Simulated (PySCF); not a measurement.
Species: C4H5Cl.
SMILES with atom numbers: `[CH3:1][C@H:2]1[CH:3]=[C:4]1[Cl:5]` (hydrogens: H6, H7, H8 on C1; H9 on C2; H10 on C3)

Method: core-valence-separated Tamm–Dancoff BHandHLYP/aug-pcX-1 (pcseg-1 on H, def2-SVPD on Cl) in PySCF, non-relativistic, gas phase, PBE0-D3(BJ)/def2-SVP geometry.

Computed carbon K-edge spectrum, Gaussian lines of 0.3 eV full width, highest printed point 100; it ends one width below the last computed root. The energies are unshifted.

photon energy (eV), absorption and a bar:
```
    282.7          1 
    282.8          6 ##
    282.9         24 #######
    283.0         55 #################
    283.1         67 ####################
    283.2         44 #############
    283.3         16 #####
    283.4          3 #
    283.5          0 
    283.6          0 
    283.7          1 
    283.8          7 ##
    283.9         30 #########
    284.0         64 ###################
    284.1         74 ######################
    284.2         46 ##############
    284.3         16 #####
    284.4          3 #
    284.5          0 
    284.6          0 
    284.7          0 
    284.8          0 
    284.9          0 
    285.0          0 
    285.1          2 #
    285.2          7 ##
    285.3         12 ####
    285.4         11 ###
    285.5          6 ##
    285.6          6 ##
    285.7         16 #####
    285.8         37 ###########
    285.9         62 ###################
    286.0         76 #######################
    286.1         83 #########################
    286.2         96 #############################
    286.3        100 ##############################
    286.4         75 ######################
    286.5         43 #############
    286.6         36 ###########
    286.7         40 ############
    286.8         32 ##########
    286.9         17 #####
    287.0          9 ###
    287.1          7 ##
    287.2          7 ##
    287.3         10 ###
    287.4         18 #####
```

Where are the maxima, and which lines make them up?

5 maxima:
- 283.1 eV: C3 (alkene CH carbon), 283.08 eV, f = 0.057, 1s→π*, 100 % of the height at the exact maximum
- 284.1 eV: C4 (vinylic C–Cl carbon), 284.07 eV, f = 0.064, 1s→π*, 100 % of the height at the exact maximum
- 285.3 eV: C1 (methyl carbon), 285.33 eV, f = 0.010, 100 % of the height at the exact maximum
- 286.3 eV: C2 (allylic carbon), 286.32 eV, f = 0.045, 48 % of the height at the exact maximum; C1 (methyl carbon), 286.24 eV, f = 0.018, 20 % of the height at the exact maximum; C1 (methyl carbon), 286.13 eV, f = 0.028, 17 % of the height at the exact maximum; C3 (alkene CH carbon), 286.36 eV, f = 0.014, 12 % of the height at the exact maximum
- 286.7 eV: C2 (allylic carbon), 286.71 eV, f = 0.019, 56 % of the height at the exact maximum; C3 (alkene CH carbon), 286.72 eV, f = 0.013, 37 % of the height at the exact maximum

Further lines of some strength in the range: C1, 285.79 eV, f = 0.008; C4, 285.95 eV, f = 0.042.

Roots within 0.03 eV on the same or equivalent atoms count as one line; shares under 12 % aren't listed.

Vibrational structure and lifetime widths aren't in the curve. The ionisation threshold wasn't computed; near and above it a finite basis only mimics Rydberg series and continuum.

The run took 14 s wall on an Arm Neoverse N1 with one thread, no GPU, shared host, and the process peaked at 0.73 GiB of memory.
